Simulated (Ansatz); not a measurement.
Reaction (SMILES): FOF → 2 F atom + O atom
B3LYP-D3(BJ)/def2-TZVP geometries, fixed; electronic energies without zero-point terms.

Basis-set convergence of the atomisation energy at HF with Ansatz (a program for electronic structure). Cartesian d functions, on some or all atoms, in 6-31G**; all else is spherical. A restricted Hartree-Fock determinant is unstable towards unrestricted orbitals. Open shells are unrestricted. No added dispersion term, no relativity. Functions are those of the species that has most. Reference: the value in aug-pcseg-3, -39.45 kcal/mol, itself unsure by roughly 0.73 kcal/mol (its mean distance from aug-cc-pVQZ, cc-pV5Z, def2-QZVPPD). Deviations are taken from unrounded values.

```json
[
 {"basis": "3-21G", "functions": "27", "atomisation energy (kcal/mol)": "-46.17", "minus reference (kcal/mol)": "-6.73"},
 {"basis": "pcseg-0", "functions": "27", "atomisation energy (kcal/mol)": "-63.62", "minus reference (kcal/mol)": "-24.18"},
 {"basis": "pcseg-1", "functions": "42", "atomisation energy (kcal/mol)": "-51.57", "minus reference (kcal/mol)": "-12.12"},
 {"basis": "6-31G**", "functions": "45", "atomisation energy (kcal/mol)": "-40.97", "minus reference (kcal/mol)": "-1.52"},
 {"basis": "aug-pcseg-1", "functions": "69", "atomisation energy (kcal/mol)": "-42.70", "minus reference (kcal/mol)": "-3.25"},
 {"basis": "6-311++G(2d,2p)", "functions": "81", "atomisation energy (kcal/mol)": "-43.35", "minus reference (kcal/mol)": "-3.91"},
 {"basis": "6-311++G(3df,3pd)", "functions": "117", "atomisation energy (kcal/mol)": "-40.65", "minus reference (kcal/mol)": "-1.21"},
 {"basis": "aug-cc-pVTZ", "functions": "138", "atomisation energy (kcal/mol)": "-39.90", "minus reference (kcal/mol)": "-0.45"},
 {"basis": "aug-cc-pVQZ", "functions": "240", "atomisation energy (kcal/mol)": "-40.03", "minus reference (kcal/mol)": "-0.59"}
]
```
